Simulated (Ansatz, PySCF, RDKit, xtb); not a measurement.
# Which structure has the formula [SiH3O2]+?, part 2 of 2

Only the formula [SiH3O2]+ is given (charge +1). Aim: find the structure of lowest free energy at 298.15 K, then its properties.

xtb, Ansatz and PySCF; isolated molecules. Earlier steps stand in the parts before.

**13. Frequencies after a tight-binding relaxation (GFN2-xTB)**

start.xyz reads:

```xyz
6
c714a
O     -2.677879    -2.096866     0.189070
O     -0.006906    -2.096727     0.764250
Si    -1.173414    -2.193191    -0.297481
H     -3.524057    -2.131546    -0.286231
H     -0.753100    -2.368892    -1.685014
H     -0.027428    -1.981654     1.729293
```

Started as:

```sh
$ xtb start.xyz --gfn 2 --ohess tight --chrg 1
```

Log, shortened:

```text
* xtb version 6.7.1
[...]
          :  # basis functions                  21          :
[...]
          :  # electrons                        18          :
[...]
          :  Hamiltonian                  GFN2-xTB          :
[...]
          :  net charge                          1          :
          :  unpaired electrons                  0          :
[...]
   *** convergence criteria satisfied after 13 iterations ***
[...]
   *** GEOMETRY OPTIMIZATION CONVERGED AFTER 11 ITERATIONS ***
[...]
   *** convergence criteria satisfied after 3 iterations ***
[...]
         ::                     SUMMARY                     ::
         :::::::::::::::::::::::::::::::::::::::::::::::::::::
         :: total energy             -11.052186606773 Eh    ::
         :: gradient norm              0.000503016783 Eh/a0 ::
         :: HOMO-LUMO gap              6.386336239263 eV    ::
         ::.................................................::
         :: SCC energy               -11.145396957048 Eh    ::
         :: -> isotropic ES            0.135719917442 Eh    ::
         :: -> anisotropic ES         -0.008479841196 Eh    ::
         :: -> anisotropic XC         -0.007372998674 Eh    ::
         :: -> dispersion             -0.001705247104 Eh    ::
         :: repulsion energy           0.093210350276 Eh    ::
         :: add. restraining           0.000000000000 Eh    ::
         :: total charge               1.000000000000 e     ::
         :::::::::::::::::::::::::::::::::::::::::::::::::::::
[...]
         9        2.0000           -0.6930875             -18.8599 (HOMO)
        10                         -0.4583939             -12.4735 (LUMO)
[...]
     #   Z          covCN         q      C6AA      α(0)
     1   8 O        1.576    -0.275    18.624     5.823
     2   8 O        1.576    -0.284    18.778     5.847
     3  14 Si       2.468     0.628   170.238    28.542
     4   1 H        0.806     0.403     0.479     1.087
     5   1 H        0.926     0.123     1.593     1.973
     6   1 H        0.805     0.405     0.475     1.082
[...]
          | TOTAL ENERGY              -11.052186606773 Eh   |
          | TOTAL ENTHALPY            -11.012132696535 Eh   |
          | TOTAL FREE ENERGY         -11.044036391101 Eh   |
          | GRADIENT NORM               0.000503021919 Eh/α |
[...]
```

Run time: 0.31 s. Hardware: 1 thread of AMD EPYC (Zen 3), shared host; peak memory 0.38 GiB.

**14. Electronic excitations (TD-B3LYP/def2-SVPD)**

An in-house driver calls PySCF's response routines at TD-B3LYP/def2-SVPD; it has no typed input.

Log:

```text
coarse grid: 5656 points
cycle   1  E = -441.1158195012  dE =  6.883e-01  |g| = 9.155e-01  |ddm| = 2.789e+00
cycle   2  E = -440.6998550537  dE =  4.160e-01  |g| = 1.704e+00  |ddm| = 2.256e+00
cycle   3  E = -441.2775693967  dE = -5.777e-01  |g| = 6.884e-02  |ddm| = 1.440e+00
cycle   4  E = -441.2787111029  dE = -1.142e-03  |g| = 1.153e-02  |ddm| = 1.106e-01
cycle   5  E = -441.2787422284  dE = -3.113e-05  |g| = 2.531e-03  |ddm| = 1.608e-02
cycle   6  E = -441.2787427121  dE = -4.836e-07  |g| = 2.152e-03  |ddm| = 3.818e-03
final grid: 50464 points
cycle   7  E = -441.3479697459  dE = -1.178e-05  |g| = 4.428e-03  |ddm| = 1.644e-02
cycle   8  E = -441.3479600845  dE =  9.661e-06  |g| = 8.419e-03  |ddm| = 9.188e-03
cycle   9  E = -441.3479735957  dE = -1.351e-05  |g| = 2.167e-04  |ddm| = 5.900e-03
cycle  10  E = -441.3479736011  dE = -5.453e-09  |g| = 1.893e-04  |ddm| = 4.987e-04
cycle  11  E = -441.3479736079  dE = -6.708e-09  |g| = 4.099e-05  |ddm| = 1.715e-04
cycle  12  E = -441.3479736082  dE = -3.232e-10  |g| = 5.026e-06  |ddm| = 5.251e-05
converged SCF energy = -441.3479736082

Static polarisability (au): isotropic 26.837, principal 21.193 27.794 31.523

Singlet excitations
state   eV       nm        f      main configurations
  1   7.4198    167.1   0.00227   H-1->L 0.99
  2   7.7839    159.3   0.05672   H->L 0.90
  3   7.7961    159.0   0.00385   H-2->L 0.98
  4   8.1488    152.2   0.00007   H->L+1 0.99
  5   8.5266    145.4   0.00690   H-1->L+1 0.48, H-3->L 0.45
  6   9.0566    136.9   0.13039   H-1->L+1 0.47, H-3->L 0.38
  7   9.2172    134.5   0.07550   H-2->L+1 0.78, H-3->L 0.11
  8   9.3196    133.0   0.04367   H-3->L+1 0.81, H-4->L 0.17

Triplet excitations (Tamm-Dancoff, eV): 6.5647 6.9910 7.3839
```

Run time: 9.3 s. Hardware: 1 thread of AMD EPYC (Zen 3), shared host; peak memory 0.38 GiB.

The roots found:

```csv
excited state,energy (eV),strength
1,7.420,0.0023
2,7.784,0.0567
3,7.796,0.0039
4,8.149,0.0001
5,8.527,0.0069
6,9.057,0.1304
7,9.217,0.0755
8,9.320,0.0437
```

**15. NMR shieldings (GIAO PBE0/pcSseg-1)**

An in-house driver calls PySCF's response routines at GIAO PBE0/pcSseg-1; it has no typed input.

Log:

```text
coarse grid: 5656 points
cycle   1  E = -441.0323768202  dE =  6.756e-01  |g| = 8.807e-01  |ddm| = 2.232e+00
cycle   2  E = -440.7840676324  dE =  2.483e-01  |g| = 1.447e+00  |ddm| = 1.312e+00
cycle   3  E = -441.1734806532  dE = -3.894e-01  |g| = 6.438e-02  |ddm| = 8.724e-01
cycle   4  E = -441.1743386609  dE = -8.580e-04  |g| = 9.125e-03  |ddm| = 4.697e-02
cycle   5  E = -441.1743501877  dE = -1.153e-05  |g| = 2.206e-03  |ddm| = 5.552e-03
cycle   6  E = -441.1743503304  dE = -1.427e-07  |g| = 2.018e-03  |ddm| = 2.166e-03
final grid: 50464 points
cycle   7  E = -441.2105729645  dE = -5.635e-06  |g| = 8.472e-03  |ddm| = 9.533e-03
cycle   8  E = -441.2105532773  dE =  1.969e-05  |g| = 1.358e-02  |ddm| = 1.081e-02
cycle   9  E = -441.2105849997  dE = -3.172e-05  |g| = 4.147e-04  |ddm| = 6.741e-03
cycle  10  E = -441.2105850179  dE = -1.824e-08  |g| = 2.601e-04  |ddm| = 3.335e-04
cycle  11  E = -441.2105850298  dE = -1.184e-08  |g| = 1.365e-05  |ddm| = 1.380e-04
cycle  12  E = -441.2105850298  dE = -2.990e-11  |g| = 1.852e-06  |ddm| = 1.005e-05
converged SCF energy = -441.2105850298

GIAO shielding tensors (ppm)
atom      isotropic    diamagn.    paramagn.     s11        s22        s33       span
  0 O      207.218     387.305    -180.088     75.116    250.318    296.219    221.104
  1 O      232.828     388.756    -155.928    131.783    254.716    311.983    180.200
  2 Si     346.433     878.846    -532.413    322.980    345.823    370.495     47.514
  3 H       23.867      26.580      -2.713     17.694     18.268     35.638     17.944
  4 H       24.870      25.735      -0.865     20.947     22.120     31.543     10.596
  5 H       24.880      27.557      -2.677     17.601     18.516     38.523     20.922
```

It took 7.2 s on 1 thread of AMD EPYC (Zen 3), shared host; peak memory 0.38 GiB.

Isotropic shieldings, averaged over atoms that the bond graph makes equivalent (absolute, not shifts):

```csv
atoms,shielding (ppm)
"O1, O2",220.0
Si3,346.4
"H4, H6",24.37
H5,24.87
```

**16. One electron fewer at the same geometry (PBE0/def2-TZVPD)**

input.yaml reads:

```yaml
crystal:
  periodic: [false, false, false]
  atoms:
    - {symbol: O, position_ang: [-2.677879, -2.096866, 0.189070]}
    - {symbol: O, position_ang: [-0.006906, -2.096727, 0.764250]}
    - {symbol: Si, position_ang: [-1.173414, -2.193191, -0.297481]}
    - {symbol: H, position_ang: [-3.524057, -2.131546, -0.286231]}
    - {symbol: H, position_ang: [-0.753100, -2.368892, -1.685014]}
    - {symbol: H, position_ang: [-0.027428, -1.981654, 1.729293]}
basis:
  gaussian:
    orbitals: def2-TZVPD
total_charge: 2
magnetization:
  spin_polarized: true
  initial_magnetization: 1
hamiltonian:
  xc: {name: PBE0}
```

Started as:

```sh
$ ansatz run input.yaml --threads 1 --pin off --max-ram 2610MiB --events-out events.jsonl --progress --plain --runs-dir runs
```

Log:

```text
Warning: RAYON_NUM_THREADS=1 ignored (pool sized by the plan → 1); use --threads N
[... 2 set-up lines as earlier in the session ...]
  parameter a = 0.25
  parameter kappa = 0.804
  parameter beta = 0.06672455060314922
  exchange = (1 - a)*pbe_x(kappa = kappa, mu = beta*pi^2/3) + a*exact_x
  correlation = pbe_c(beta = beta)
817 factors; their error is unknown
mean field evaluation 1: about -11951.4175 eV, gradient 1.1e2 eV
mean field evaluation 2: about -11771.6019 eV, gradient 1.9e2 eV
mean field evaluation 4: about -11985.3466 eV, gradient 3.1e1 eV
mean field evaluation 8: about -11989.4432 eV, gradient 2.3e0 eV
mean field evaluation 16: about -11989.5644 eV, gradient 4.0e0 eV
mean field evaluation 32: about -11989.9092 eV, gradient 1.0e-5 eV
mean field -11989.90918936 eV, -440.6210356566 hartree, gradient 1.0e-5 eV, S^2 0.777823; 4 other end points of the search recorded, 0 dependent functions left out
reference -11989.90921836 eV, -440.6210367223 hartree; 16, 15 occupied and 134, 135 virtual orbitals, 817 factors
Total energy: -11989.90921836 eV, -440.6210367223 hartree
```

It took 45 s on 1 thread of AMD EPYC (Zen 3), shared host; peak memory 0.41 GiB.

Difference from the parent: 19.23 eV.

**17. One electron more at the same geometry (PBE0/def2-TZVPD)**

Edit input.yaml of step 16 so:

```diff
@@ -12,3 +12,6 @@
     orbitals: def2-TZVPD
-total_charge: 2
+scf:
+  lower_state_search: "off"
+hamiltonian:
+  xc: pbe0
 magnetization:
@@ -16,3 +19 @@
   initial_magnetization: 1
-hamiltonian:
-  xc: {name: PBE0}
```

Started as:

```sh
$ ansatz run input.yaml --threads 1 --pin off --max-ram 2610MiB --events-out events.jsonl --progress --plain --runs-dir runs
```

Log, shortened:

```text
Warning: RAYON_NUM_THREADS=1 ignored (pool sized by the plan → 1); use --threads N
[... 2 set-up lines as earlier in the session ...]
[...]
817 factors; their error is unknown
[...]
mean field -12014.60994554 eV, -441.5287717034 hartree, gradient 6.3e-6 eV, S^2 0.757609; 0 other end points of the search recorded, 0 dependent functions left out
reference -12014.60998386 eV, -441.5287731117 hartree; 17, 16 occupied and 133, 134 virtual orbitals, 817 factors
Total energy: -12014.60998386 eV, -441.5287731117 hartree
Checks for a lower state left out: stability, starts, cluster_reference, orbital_swaps, neighbouring_geometries, increment
```

Wall time 8.7 s (1 thread of AMD EPYC (Zen 3), shared host); peak memory 0.38 GiB.

Parent less the species with the added electron: 5.47 eV.

**18. The triplet at the same geometry (PBE0/def2-TZVPD)**

input.yaml reads:

```yaml
crystal:
  periodic: [false, false, false]
  atoms:
    - symbol: O
      position_ang: [-2.677879, -2.096866, 0.189070]
    - symbol: O
      position_ang: [-0.006906, -2.096727, 0.764250]
    - symbol: Si
      position_ang: [-1.173414, -2.193191, -0.297481]
    - symbol: H
      position_ang: [-3.524057, -2.131546, -0.286231]
    - symbol: H
      position_ang: [-0.753100, -2.368892, -1.685014]
    - symbol: H
      position_ang: [-0.027428, -1.981654, 1.729293]
basis:
  gaussian:
    orbitals: def2-TZVPD
total_charge: 1
magnetization:
  spin_polarized: true
  initial_magnetization: 2
hamiltonian:
  xc: {name: PBE0}
```

Started as:

```sh
$ ansatz run input.yaml --threads 1 --pin off --max-ram 2610MiB --events-out events.jsonl --progress --plain --runs-dir runs
```

Log, shortened:

```text
Warning: RAYON_NUM_THREADS=1 ignored (pool sized by the plan → 1); use --threads N
[... 7 set-up lines as earlier in the session ...]
817 factors; their error is unknown
mean field evaluation 1: about -11977.1644 eV, gradient 8.3e1 eV
mean field evaluation 2: about -11866.1407 eV, gradient 1.7e2 eV
mean field evaluation 4: about -11999.2870 eV, gradient 2.0e1 eV
mean field evaluation 8: about -12001.1674 eV, gradient 2.3e0 eV
mean field evaluation 16: about -12001.2171 eV, gradient 5.5e-2 eV
mean field evaluation 32: about -12002.3186 eV, gradient 8.9e-3 eV
mean field -12002.31857497 eV, -441.0770721664 hartree, gradient 9.5e-6 eV, S^2 2.015865; 6 other end points of the search recorded, 0 dependent functions left out
reference -12002.31860801 eV, -441.0770733806 hartree; 17, 15 occupied and 133, 135 virtual orbitals, 817 factors
Total energy: -12002.31860801 eV, -441.0770733806 hartree
```

It took 50 s on 1 thread of AMD EPYC (Zen 3), shared host; peak memory 0.41 GiB.

It lies 6.82 eV above the singlet.

**19. Stability of the closed-shell solution (PBE0/def2-SVP)**

calc.py reads:

```python
from pyscf import gto, dft

molecule = gto.Mole()
molecule.atom = [
    ('O', (-2.677879, -2.096866, 0.189070)),
    ('O', (-0.006906, -2.096727, 0.764250)),
    ('Si', (-1.173414, -2.193191, -0.297481)),
    ('H', (-3.524057, -2.131546, -0.286231)),
    ('H', (-0.753100, -2.368892, -1.685014)),
    ('H', (-0.027428, -1.981654, 1.729293)),
]
molecule.max_memory = 1860
molecule.basis = 'def2-svp'
molecule.charge = 1
molecule.spin = 0
molecule.verbose = 3
molecule.build()

calc0 = dft.RKS(molecule)
calc0.xc = 'pbe0'
calc0 = calc0.density_fit(auxbasis='def2-universal-jkfit')
calc0.grids.level = 3
calc0.max_cycle = 100
calc0.kernel()
if not calc0.converged:
    calc0 = calc0.newton().run(calc0.mo_coeff, calc0.mo_occ)

e_final = calc0.e_tot
print('E(%s) = %.9f' % ('PBE0', e_final))
mo_i, mo_e, stable_i, stable_e = calc0.stability(internal=True, external=True, return_status=True)
print('stable: internal', stable_i, 'external', stable_e)
```

Started as:

```sh
$ OMP_NUM_THREADS=1 python calc.py
```

Log:

```text
converged SCF energy = -441.026737700733
E(PBE0) = -441.026737701
<class 'pyscf.df.df_jk.DFRKS'> wavefunction is stable in the internal stability analysis
<class 'pyscf.df.df_jk.DFRKS'> wavefunction is stable in the real -> complex stability analysis
<class 'pyscf.df.df_jk.DFRKS'> wavefunction is stable in the RHF/RKS -> UHF/UKS stability analysis
stable: internal True external True
```

It took 52 s on 1 thread of AMD EPYC (Zen 3), shared host; peak memory 0.38 GiB.

**20. Results**

What follows sums up all 2 parts.

```
                                                        quantity                                                                   value
                                          lowest structure found                                                   O[SiH+]O, singlet, Cs
                                                   next finalist                             O[SiH+]O, singlet, 0.6 kcal/mol higher in G
                       share at equilibrium, among the finalists                                                                  72.5 %
                                                          funnel  12 starts, 8 minima at GFN2-xTB, 8 screening runs, 4 relaxed, 3 ranked
                                            CPU time of all runs                                                                  14 min
harmonic wavenumbers, lowest and highest (B3LYP-D3(BJ)/def2-SVP)                                                       311 and 3809 cm⁻¹
                             rotational constants, same geometry                                              1.137, 0.2498, 0.2048 cm⁻¹
                                   HOMO energy (PBE0/def2-TZVPD)                                                               -16.68 eV
                                   LUMO energy (PBE0/def2-TZVPD)                                                                -7.55 eV
                                 HOMO–LUMO gap (PBE0/def2-TZVPD)                                                                 9.13 eV
                          lowest excitation (TD-B3LYP/def2-SVPD)                                                     7.42 eV (f = 0.002)
                    strongest of the states computed, same level                                                     9.06 eV (f = 0.130)
             lowest triplet excitation, same level, Tamm-Dancoff                                                                 6.56 eV
                                      vertical ionisation energy                                                                19.23 eV
                  vertical recombination energy (electron added)                                                                 5.47 eV
                                   vertical triplet less singlet                                                                +6.82 eV
```

In words: The search ends on `O[SiH+]O`. The next finalist is drawn with the same bonds. At 0.6 kcal/mol the two aren't resolved. GFN2-xTB, r2SCAN-D4/def2-SVP, B3LYP-D3(BJ)/def2-SVP, HF/def2-TZVPP and MP2/def2-TZVPP already put its bonding pattern lowest among the structures in one piece; HF/STO-3G favours the singlet O[Si][OH2+]. The largest share of the time went into the vibrations (25 %). The search is not exhaustive (a finite list of starts, one conformer a finalist), so a lower isomer can't be ruled out. Patterns outside the rules of the enumeration were met only by chance.
